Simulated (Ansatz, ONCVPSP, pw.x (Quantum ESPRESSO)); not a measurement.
**What a changed setting does to a pw.x run (fcc Ti)**

Potential: optimised norm-conserving Vanderbilt (ONCV), ONCVPSP 4.0.1, PBEsol; core [Ne], reference 3s2 3p6 3d2 4s2; waves: 3s+4s: rc 1.50 bohr, ncon 5, nbas 8, qcut 6.7 1/bohr, 2 projectors; 3p: rc 1.30 bohr, ncon 4, nbas 8, qcut 8.7 1/bohr, 2 projectors, debl 1.1 Ha; 3d: rc 1.80 bohr, ncon 4, nbas 8, qcut 10.4 1/bohr, 1 projector; f scattering state at 0.03 Ha: rc 1.60 bohr, ncon 5, nbas 10, qcut 6.1 1/bohr, 2 projectors, debl 2.5 Ha; local part: polynomial inside 1.30 bohr (lpopt 5, dvloc0 1 Ha); core correction: none. In the p channel the program set the typed energies aside and used -1.425, 0.250 Ha.

The reference run (k-mesh 14³, cutoffs 155/620 Ry, Fermi–Dirac 0.01 Ry, mixing_beta 0.4, conv_thr 1e-9, no spin) gives -0.25 GPa at 16.843 Å³/atom, where all-electron LAPW gives -0.56 GPa. This run, with its own iteration cap, changes smearing to gauss.

```
&control
  calculation='scf', prefix='x', pseudo_dir='./', outdir='./tmp', tstress=.true., disk_io='none'
/
&system
  ibrav=0, nat=1, ntyp=1, ecutwfc=155, ecutrho=620, nbnd=14,
  occupations='smearing', smearing='gauss', degauss=0.01
/
&electrons
  conv_thr=1e-09, mixing_beta=0.4, electron_maxstep=70
/
ATOMIC_SPECIES
Ti 1.0 Ti.UPF
CELL_PARAMETERS angstrom
  0.00000000 2.03452556 2.03452556
  2.03452556 0.00000000 2.03452556
  2.03452556 2.03452556 0.00000000
ATOMIC_POSITIONS crystal
Ti 0.0000 0.0000 0.0000
K_POINTS automatic
14 14 14 0 0 0
```

```bash
pw.x < Ti.scf.in > Ti.scf.out
```

How does the run end?

It converges in 8 iterations; the free energy moves by +43.3 meV/atom and the pressure by -0.46 GPa. Gaussian smearing of the same width is narrower in effect than Fermi–Dirac, so its quadratic term in F is smaller.

```
Message from routine setup:
     using ibrav=0 with symmetry is DISCOURAGED, use correct ibrav instead
     lattice parameter (alat)  =       5.4372  a.u.
     unit-cell volume          =     113.6622 (a.u.)^3
     number of electrons       =        12.00
     number of Kohn-Sham states=           14
     kinetic-energy cutoff     =     155.0000  Ry
     charge density cutoff     =     620.0000  Ry
     scf convergence threshold =      1.0E-09
     Exchange-correlation= PBESOL
     number of k points=   104  Gaussian smearing, width (Ry)=  0.0100
     iteration #  1     ecut=   155.00 Ry     beta= 0.40
     total energy              =    -116.37896793 Ry
     estimated scf accuracy    <       0.03861783 Ry
     iteration #  2     ecut=   155.00 Ry     beta= 0.40
     total energy              =    -116.38532497 Ry
     estimated scf accuracy    <       0.00087313 Ry
     iteration #  3     ecut=   155.00 Ry     beta= 0.40
     total energy              =    -116.38534992 Ry
     estimated scf accuracy    <       0.00024819 Ry
     iteration #  4     ecut=   155.00 Ry     beta= 0.40
     total energy              =    -116.38535678 Ry
     estimated scf accuracy    <       0.00000196 Ry
     iteration #  5     ecut=   155.00 Ry     beta= 0.40
     total energy              =    -116.38535674 Ry
     estimated scf accuracy    <       0.00000062 Ry
     iteration #  6     ecut=   155.00 Ry     beta= 0.40
     total energy              =    -116.38535681 Ry
     estimated scf accuracy    <       0.00000001 Ry
     iteration #  7     ecut=   155.00 Ry     beta= 0.40
     total energy              =    -116.38535681 Ry
     estimated scf accuracy    <          3.5E-09 Ry
     iteration #  8     ecut=   155.00 Ry     beta= 0.40
     the Fermi energy is    13.6498 ev
!    total energy              =    -116.38535681 Ry
     estimated scf accuracy    <          7.2E-11 Ry
     smearing contrib. (-TS)   =      -0.00122103 Ry
     The total energy is F=E-TS. E is the sum of the following terms:
     one-electron contribution =     -40.00963074 Ry
     hartree contribution      =      23.85428702 Ry
     xc contribution           =     -14.36763150 Ry
     ewald contribution        =     -85.86116057 Ry
     convergence has been achieved in   8 iterations
          total   stress  (Ry/bohr**3)                   (kbar)     P=       -7.10
     Message from routine punch:
     Nothing written, as per user request (disk_io='none')
```

The run took about 63 s on one core of a shared host (Intel(R) Xeon(R) Platinum 8488C, 192 threads, 744 GiB, load 41).
